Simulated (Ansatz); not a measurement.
# B2O+ (quartet): the correlation ladder, cc-pVTZ

One table from this session's results is given with a row withheld; the runs are named, their logs left out.

Method: cc-pVTZ, core rule «outside noble gas», up to 3 orbitals frozen; program: Ansatz 0.2.0, Gaussian basis.

To be run: UHF; CCSD(T) on ROHF; CCSD(T) on UHF; BCCD(T) on ROHF; CCSDT(Q) on ROHF; CCSDT(Q) on UHF; CASSCF and NEVPT2, 11 electrons in 12 orbitals.

9 further runs of the same task are left out: 3 for a known fault of the program, 6 set aside as unsound or not needed.

## What is computed

The geometry is a PBE0/def2-TZVP stationary point (not a proven minimum) of the parent state, kept for this charge and spin.

3 atoms, charge 1, spin multiplicity 4.

Atoms are counted from 1 here; the program's logs count them from 0.

Bond lengths: B1–B2 1.619 Å, B2–O3 1.208 Å. Angles: B1–B2–O3 180.0°.

The first run:

Contents of in.yaml:

```yaml
crystal:
  periodic: [false, false, false]
  atoms:
    - {symbol: B, position_ang: [0.000000, 0.000000, 1.482400]}
    - {symbol: B, position_ang: [0.000000, 0.000000, -0.137000]}
    - {symbol: O, position_ang: [0.000000, 0.000000, -1.345400]}
basis:
  gaussian: {orbitals: cc-pVTZ}
total_charge: 1
magnetization: {spin_polarized: true, initial_magnetization: 3}
hamiltonian: {xc: hf}
output: {orbitals: {seedname: orbitals}}
```

Launch:

```bash
> ansatz run in.yaml --threads 1 --pin off --events-out ev --progress --plain --max-ram 4096MiB --backend cpu
```

Steps of the session up to this table: UHF; CCSD(T) on ROHF; CCSD(T) on UHF; BCCD(T) on ROHF; CCSDT(Q) on ROHF; CCSDT(Q) on UHF; CASSCF and NEVPT2, 11 electrons in 12 orbitals.

One table of the session follows, with a row left open; its other results are not shown here.

```
        method  from RCCSDT(Q) (meV)
          ROHF               +8661.1
           UHF               +8499.9
          RMP2               +1151.0
          UMP2               +1161.9
         RCCSD                +405.9
         UCCSD                     ?
      RCCSD(T)                +120.2
      UCCSD(T)                +119.4
       BCCD(T)                +119.2
        RCCSDT                 +45.3
        UCCSDT                 +46.1
     RCCSDT(Q)                     0
     UCCSDT(Q)                  +1.5
CASSCF valence               +5920.0
NEVPT2 valence               +1034.4
```

Q: Estimate the row for UCCSD from the others.

The run gave: from RCCSDT(Q) (meV): +402.0. In the column «from RCCSDT(Q) (meV)» it lies between RCCSD(T) (+120.2) and RCCSD (+405.9).

Caveats from the session: Restricted and unrestricted rows rest on different reference determinants; where their highest levels disagree by more than a few hundredths of an eV, they describe different states and don't form one ladder.
